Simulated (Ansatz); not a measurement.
**Basis or method: atomization of BO**

BO, doublet; coordinates (Å): B 0.000 0.000 0.000; O 0.000 0.000 1.201. Quantity: atomization.

Ansatz 0.2.0, basis 6-31G or cc-pVDZ or cc-pVTZ; geometries are PBE0/def2-TZVP minima. Wave-function levels freeze the cores; HF, MP2 and coupled cluster are restricted for singlets and unrestricted otherwise, atoms included (their steps beyond CCSDT(Q) come from restricted open-shell runs), Kohn–Sham unrestricted where that lies lower. NEVPT2 stands on CASSCF in the full valence space. The reference is CCSDT(Q) or full CI (coupled cluster only where its series has nearly closed). Semilocal and hybrid functionals correlate all electrons outside any core potential and usually lie nearer their basis limit than the reference, so part of their error here is the reference's basis and frozen-core error; RPA and the MP2 part of double hybrids freeze the same cores as the reference. None of these values is a measured one. Energies are electronic, without zero-point terms. No spin–orbit coupling and no scalar relativity. The species are chosen: bound, without strong static correlation by their natural occupations or amplitudes, in their lowest spin state as far as vertical gaps and like structures tell, and with a ladder that closes on the reference, so errors are smaller than for species at large; levels whose determinant breaks symmetry or spin markedly are left out.

```tsv
level	6-31G (kcal/mol)	cc-pVDZ (kcal/mol)	cc-pVTZ (kcal/mol)
reference	160.6 (full CI)	177.1 (full CI)	187.4 (CCSDT(Q))
MP2	172.0	191.9	202.9
CCSD(T)	159.7	176.3	186.9
NEVPT2	164.5	181.4	189.8
PBE	190.7	203.7	207.3
B3LYP	175.8	190.3	194.6
wB97M-V	175.2	191.3	194.0
RPA-PBE	139.8	162.8	173.5
```

From 6-31G to cc-pVTZ the reference moves by 26.8 kcal/mol and PBE by 16.6; the step from CCSD(T) to the reference is 0.9 in the first and 0.5 in the last.
